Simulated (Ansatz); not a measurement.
# Scandium, hcp: convergence with Gaussian smearing

Computed with Ansatz, PBE, scalar-relativistic PAW, on the relaxed cell (a = 3.319 Å, c = 5.184 Å (c/a = 1.562); spin not included). Errors count from a run at 420 eV on a Γ-centred 18×18×10 mesh with Fermi-Dirac smearing of 0.1 eV, extrapolated to zero width. Fixed here: cutoff 420 eV, mesh 11×11×6. The SCF starts from atomic densities corrected by a trained network.

| width (eV) | E(σ→0) error (meV/atom) | F error (meV/atom) | P (GPa) | SCF iterations |
| --- | --- | --- | --- | --- |
| 0.01 | 0.9 | 0.9 | -0.28 | 6 |
| 0.03 | 0.9 | 0.6 | -0.28 | 6 |
| 0.1 | 1.3 | -3.6 | -0.23 | 6 |
| 0.2 | 1.4 | -18.9 | -0.10 | 6 |
| 0.3 | -0.8 | -43.4 | 0.04 | 6 |
| 0.6 | -14.3 | -159.1 | 0.63 | 6 |

Q: What does the run at 1.0 give (width)?

A: E(σ→0) error (meV/atom): -28.1; F error (meV/atom): -406.4; P (GPa): 1.88; SCF iterations: 6.
